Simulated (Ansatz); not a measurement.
**BSiH2 (quartet): the correlation ladder at scale of all distances = 1.759, 6-31G**

How much of the correlation energy of BSiH2 (quartet) does each wave-function method recover here?

Method: 6-31G, core rule «outside noble gas», up to 6 orbitals frozen; program: Ansatz 0.2.0, Gaussian basis.

To be run: UHF; CCSD(T) on ROHF; CCSD(T) on UHF; BCCD(T) on ROHF; CISD; CCSDT(Q) on ROHF; CCSDT(Q) on UHF; CASSCF and MRCISD+Q, 5 electrons in 5 orbitals; CASSCF and NEVPT2, 5 electrons in 5 orbitals; CASSCF and MRCISD+Q, 9 electrons in 10 orbitals; CASSCF and NEVPT2, 9 electrons in 10 orbitals; Full CI.

12 further runs of the same task are left out: 10 that didn't finish, 2 set aside as unsound or not needed.

### 1 The geometry

The geometry derives from a PBE0/def2-TZVP stationary point (not a proven minimum). All distances are scaled together.

4 atoms, charge 0, spin multiplicity 4.

Atoms are counted from 1 here; the program's logs count them from 0.

No contacts short enough for the rule that draws bonds.

As a file:

```xyz
4

Si    0.00000    0.00000    1.14329
B     0.00000    0.00000   -2.36205
H     0.00000   -1.89260   -3.26099
H     0.00000    1.89260   -3.26099
```

### 2 UHF

The input, in.yaml:

```yaml
crystal:
  periodic: [false, false, false]
  atoms:
    - {symbol: Si, position_ang: [0.000000, 0.000000, 1.143290]}
    - {symbol: B, position_ang: [0.000000, 0.000000, -2.362050]}
    - {symbol: H, position_ang: [0.000000, -1.892603, -3.260989]}
    - {symbol: H, position_ang: [0.000000, 1.892603, -3.260989]}
basis:
  gaussian: {orbitals: 6-31G}
magnetization: {spin_polarized: true, initial_magnetization: 3}
hamiltonian: {xc: hf}
output: {orbitals: {seedname: orbitals}}
```

Launch:

```sh
ansatz run in.yaml --threads 1 --pin off --events-out ev --progress --plain --max-ram 2393MiB
```

After this run come: CCSD(T) on ROHF; CCSD(T) on UHF; BCCD(T) on ROHF; CISD; CCSDT(Q) on ROHF; CCSDT(Q) on UHF; CASSCF and MRCISD+Q, 5 electrons in 5 orbitals; CASSCF and NEVPT2, 5 electrons in 5 orbitals; CASSCF and MRCISD+Q, 9 electrons in 10 orbitals; CASSCF and NEVPT2, 9 electrons in 10 orbitals; Full CI.

**Question.** What will the summary of the whole plan be? Wanted: FCI below the RHF energy; RMP2 from FCI; UMP2 from FCI; RCCSD from FCI; RCCSD(T) from FCI; UCCSD(T) from FCI; RCCSDT(Q) from FCI; UCCSDT(Q) from FCI; NEVPT2 valence from FCI.

As calculated:

| quantity | value |
| --- | --- |
| FCI below the RHF energy | -3.7695 eV |
| RMP2 from FCI | +162.8 kJ/mol |
| UMP2 from FCI | +159.9 kJ/mol |
| RCCSD from FCI | +22.8 kJ/mol |
| RCCSD(T) from FCI | +8.2 kJ/mol |
| UCCSD(T) from FCI | +8.0 kJ/mol |
| RCCSDT(Q) from FCI | +0.3 kJ/mol |
| UCCSDT(Q) from FCI | +0.2 kJ/mol |
| NEVPT2 valence from FCI | +22.6 kJ/mol |
| MRCISD+Q valence from FCI | +1.0 kJ/mol |
| levels within 1 kcal/mol (43 meV) | RCCSDT, UCCSDT, RCCSDT(Q), UCCSDT(Q), MRCISD valence, MRCISD+Q valence |
| T1 diagnostic | 0.039 |
| effectively unpaired electrons | 3.40 |

In words: RCCSD(T) lands +8.2 kJ/mol from the yardstick (2.3 % of the correlation energy). The occupations show some static correlation. Of the multireference levels listed MRCISD+Q valence comes nearest in total energy (+1.0 kJ/mol), which doesn't show that its space is the better one. Coupled cluster took another determinant than the lowest Hartree-Fock one. These misses are within one basis, not against nature; the frozen cores of restricted and unrestricted runs differ, which can shift their rows.
